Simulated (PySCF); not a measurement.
One molecule, one basis, several functionals.

Species: C₄H₁₀O.
SMILES: `CC[C@H](C)O`

Torsions of this conformer, `[CH3:1][CH2:2][C@H:3]([CH3:4])[OH:5]`: C1–C2–C3–C4 -178°, H–O5–C3–C2 -177°.

PySCF, def2-SVPD basis, density fitting, gas phase, PBE0-D3(BJ)/def2-SVP geometry; singlet excitations by full TDDFT with frozen cores, triplets by Tamm–Dancoff TDDFT and ionisation energies by ΔSCF, from the lowest of the holes tried. One functional is left out:

```json
{"functional": "LDA", "exact exchange (%)": "0", "HOMO energy (eV)": "-6.36", "LUMO energy (eV)": "-0.30", "lowest singlet excitation (eV)": "6.13", "lowest triplet excitation (eV)": "5.96", "dipole moment (D)": "1.546", "mean polarisability (au)": "60.4", "vertical ionisation energy (eV)": "9.89"}
{"functional": "PBE", "exact exchange (%)": "0", "HOMO energy (eV)": "-6.24", "LUMO energy (eV)": "-0.22", "lowest singlet excitation (eV)": "6.09", "lowest triplet excitation (eV)": "5.88", "dipole moment (D)": "1.488", "mean polarisability (au)": "59.4", "vertical ionisation energy (eV)": "9.78"}
{"functional": "PBE0", "exact exchange (%)": "25", "HOMO energy (eV)": "-7.85", "LUMO energy (eV)": "0.53", "lowest singlet excitation (eV)": "6.94", "lowest triplet excitation (eV)": "6.66", "dipole moment (D)": "1.556", "mean polarisability (au)": "56.9", "vertical ionisation energy (eV)": "10.15"}
{"functional": "BHandHLYP", "exact exchange (%)": "50", "HOMO energy (eV)": "-9.44", "LUMO energy (eV)": "1.03", "lowest singlet excitation (eV)": "7.49", "lowest triplet excitation (eV)": "7.17", "dipole moment (D)": "1.628", "mean polarisability (au)": "55.2", "vertical ionisation energy (eV)": "10.31"}
```

**Question.** Predict the row of B3LYP (20 % exact exchange) by straight lines through the other rows, and check it.

**Answer.** 
```
                       property   line  computed  computed − line  PBE0 (25 %), for comparison
               HOMO energy (eV)  -7.55     -7.63            -0.08                        -7.85
               LUMO energy (eV)   0.29      0.21            -0.08                         0.53
 lowest singlet excitation (eV)   6.70      6.70             0.00                         6.94
 lowest triplet excitation (eV)   6.45      6.45             0.00                         6.66
              dipole moment (D)  1.557     1.561           +0.004                        1.556
       mean polarisability (au)   57.9      57.5             -0.4                         56.9
vertical ionisation energy (eV)  10.04     10.18            +0.14                        10.15
```

**Question.** Which of these properties follows the share of exact exchange most closely, and which least?

**Answer.** Most closely the HOMO energy, least the dipole moment; the correlations over the tabulated rows are HOMO energy -0.999, lowest singlet excitation 0.995, lowest triplet excitation 0.994, LUMO energy 0.992, mean polarisability -0.976, vertical ionisation energy 0.970, dipole moment 0.900. The HOMO energy moves by -0.627 eV for every 10 %. Functionals with the same share still differ in their other parts: at 0 % LDA and PBE differ by 0.12 eV in it.
